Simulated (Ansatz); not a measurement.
**CH4MgO: up Jacob's ladder to CCSD(T)**

One table from this session's results is given with a row withheld; the runs are named, their logs left out.

Method: functionals in def2-TZVPP, the program's frozen cores in correlated methods; program: Ansatz 0.2.0, Gaussian basis.

The runs, in order: LDA (SPW92), PBE-D4, revPBE-D4, BLYP-D4, r2SCAN-D4, B97M-V, PBE0-D4, B3LYP-D4, r2SCANh-D4, r2SCAN0-D4, HSE06-D4, BHLYP-D4, CAM-B3LYP-D4, LC-ωPBE, ωB97X-V, ωB97M-V, B2PLYP, PBE-QIDH; CCSD(T)/def2-SVP; CCSD(T)/def2-TZVPP; CCSD(T)/def2-QZVPP; extrapolation to the limit; RPA on PBE.

### The relaxed structure

An earlier PBE0-D4 in a triple-zeta def2 set relaxation fixed the geometry.

SMILES `C[O][MgH]`, 7 atoms, charge 0, spin multiplicity 1.

Atoms are counted from 1 here; the program's logs count them from 0.

Bond lengths: C1–O2 1.376 Å, C1–H4 1.100 Å, C1–H5 1.100 Å, C1–H6 1.100 Å, O2–Mg3 1.763 Å, Mg3–H7 1.690 Å. Angles: O2–C1–H4 111.8°, O2–C1–H5 111.8°, O2–C1–H6 111.8°, H4–C1–H5 107.0°, H4–C1–H6 107.0°, H5–C1–H6 107.0°, C1–O2–Mg3 180.0°, O2–Mg3–H7 180.0°.

Set-up of the first run:

Contents of in.yaml:

```yaml
crystal:
  periodic: [false, false, false]
  atoms:
    - {symbol: C, position_ang: [-0.635049, 0.951282, -0.089411]}
    - {symbol: O, position_ang: [0.128275, -0.189080, 0.009284]}
    - {symbol: Mg, position_ang: [1.107294, -1.649766, 0.134956]}
    - {symbol: H, position_ang: [-0.913284, 1.167886, -1.131210]}
    - {symbol: H, position_ang: [-0.101646, 1.834334, 0.291872]}
    - {symbol: H, position_ang: [-1.570386, 0.867767, 0.483158]}
    - {symbol: H, position_ang: [2.046097, -3.050424, 0.255452]}
basis:
  gaussian: {orbitals: def2-TZVPP}
hamiltonian: {xc: lda}
output: {orbitals: {seedname: orbitals}}
```

The run is started by

```bash
ansatz run in.yaml --threads 2 --pin off --events-out ev --progress --plain --max-ram 32768MiB --backend cpu
```

Steps of the session up to this table: LDA; PBE-D4 (GGA); revPBE-D4 (GGA); BLYP-D4 (GGA); r2SCAN-D4 (meta-GGA); B97M-V (meta-GGA); PBE0-D4 (hybrid); B3LYP-D4 (hybrid); r2SCANh-D4 (hybrid); r2SCAN0-D4 (hybrid); HSE06-D4 (hybrid); BHLYP-D4 (hybrid); CAM-B3LYP-D4 (range-separated); LC-ωPBE (range-separated); ωB97X-V (range-separated); ωB97M-V (range-separated); B2PLYP (double hybrid); PBE-QIDH (double hybrid).

One of the session's tables, all rows but one given; the rest of the session is left out.

It belongs to the step «Orbital energies across the functionals». 

```
  functional  HOMO (eV)  gap (eV)
 LDA (SPW92)      -5.78      4.30
      PBE-D4      -5.62      4.30
   revPBE-D4      -5.56      4.34
     BLYP-D4      -5.56      4.25
   r2SCAN-D4      -5.91      5.10
      B97M-V      -6.01      4.69
     PBE0-D4      -7.10      6.52
    B3LYP-D4      -6.90      6.02
  r2SCANh-D4      -6.47      5.88
  r2SCAN0-D4      -7.32      7.04
    HSE06-D4      -6.69      5.75
    BHLYP-D4      -8.58      8.57
CAM-B3LYP-D4      -8.60      8.77
     LC-ωPBE      -9.94     11.19
     ωB97X-V      -9.61     10.71
     ωB97M-V          ?         ?
```

Estimate the missing values for ωB97M-V.

As computed: HOMO (eV): -9.55; gap (eV): 10.25. In the column «HOMO (eV)» it lies between ωB97X-V (-9.61) and CAM-B3LYP-D4 (-8.60).
